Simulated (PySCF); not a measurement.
## Atomic charges against the basis set

Species: phosphabenzene, C₅H₅P.
SMILES with atom numbers: `[cH:1]1[cH:2][cH:3][p:4][cH:5][cH:6]1` (hydrogens: H7 on C1; H8 on C2; H9 on C3; H10 on C5; H11 on C6)

PBE0 throughout (PySCF), one geometry, spherical d and f functions. Geometry: PBE0-D3(BJ)/def2-SVP; no solvent, vibrations or thermal averaging. Atoms taken as equivalent share a column and are averaged.

Mulliken charges (e):

```
      basis  functions      C1   C2/C6   C3/C5      P4      H7  H8/H11  H9/H10
   pcSseg-0         68  -0.275  -0.150  -0.746  +0.802  +0.244  +0.245  +0.265
    cc-pVDZ        113  -0.031  +0.029  -0.178  +0.183  +0.016  +0.019  +0.046
aug-cc-pVDZ        187  +1.168  +0.374  +0.321  +0.333  -0.561  -0.583  -0.582
    cc-pVTZ        254  -0.119  -0.079  -0.222  +0.114  +0.120  +0.126  +0.118
   IGLO-III        269  -0.070  -0.096  -0.272  +0.288  +0.101  +0.101  +0.108
```

IAO charges (e):

```
      basis  functions      C1   C2/C6   C3/C5      P4      H7  H8/H11  H9/H10
   pcSseg-0         68  -0.143  -0.130  -0.357  +0.317  +0.155  +0.155  +0.168
    cc-pVDZ        113  -0.141  -0.130  -0.367  +0.359  +0.152  +0.151  +0.161
aug-cc-pVDZ        187  -0.145  -0.134  -0.371  +0.356  +0.157  +0.155  +0.165
    cc-pVTZ        254  -0.145  -0.132  -0.379  +0.373  +0.156  +0.154  +0.165
   IGLO-III        269  -0.147  -0.133  -0.384  +0.384  +0.157  +0.155  +0.165
```

Hirshfeld charges (e):

| basis | functions | C1 | C2/C6 | C3/C5 | P4 | H7 | H8/H11 | H9/H10 |
| --- | --- | --- | --- | --- | --- | --- | --- | --- |
| pcSseg-0 | 68 | -0.036 | -0.038 | -0.103 | +0.083 | +0.050 | +0.050 | +0.043 |
| cc-pVDZ | 113 | -0.039 | -0.038 | -0.102 | +0.074 | +0.051 | +0.050 | +0.046 |
| aug-cc-pVDZ | 187 | -0.045 | -0.045 | -0.112 | +0.092 | +0.056 | +0.055 | +0.050 |
| cc-pVTZ | 254 | -0.043 | -0.041 | -0.108 | +0.082 | +0.054 | +0.053 | +0.049 |
| IGLO-III | 269 | -0.047 | -0.046 | -0.110 | +0.103 | +0.054 | +0.054 | +0.047 |

ESP-fitted charges (e):

```tsv
basis	functions	C1	C2/C6	C3/C5	P4	H7	H8/H11	H9/H10
pcSseg-0	68	+0.353	-0.625	+0.300	-0.341	+0.062	+0.226	+0.062
cc-pVDZ	113	+0.227	-0.459	+0.163	-0.240	+0.068	+0.184	+0.085
aug-cc-pVDZ	187	+0.238	-0.483	+0.187	-0.263	+0.069	+0.192	+0.083
cc-pVTZ	254	+0.233	-0.477	+0.179	-0.251	+0.069	+0.190	+0.082
IGLO-III	269	+0.197	-0.439	+0.139	-0.220	+0.075	+0.184	+0.091
```

Problem. Which scheme is steadiest as the basis changes?

Solution. Largest range over the bases for any column: Hirshfeld 0.03 e, IAO 0.07 e, ESP-fitted 0.19 e, Mulliken 1.44 e. Hirshfeld charges move least and Mulliken charges most, counted in e.

Problem. How much do the charges still move between the two largest bases, cc-pVTZ and IGLO-III?

Solution. At most, over all atoms: Mulliken 0.174 e, IAO 0.011 e, Hirshfeld 0.021 e, ESP-fitted 0.040 e.

Problem. What do the same runs give for the total energy, the frontier levels and the dipole moment?

Solution. 
```tsv
basis	energy (Eh)	HOMO (eV)	LUMO (eV)	μ (D)
pcSseg-0	-533.6936	-7.40	-1.52	2.02
cc-pVDZ	-534.5277	-7.04	-1.32	1.64
aug-cc-pVDZ	-534.5371	-7.16	-1.52	1.74
cc-pVTZ	-534.5902	-7.11	-1.44	1.66
IGLO-III	-534.5944	-7.12	-1.44	1.55
```

The dipole is fixed by the density alone, so its range of 0.47 D shows that the density itself changes with the basis, not only its division among atoms.
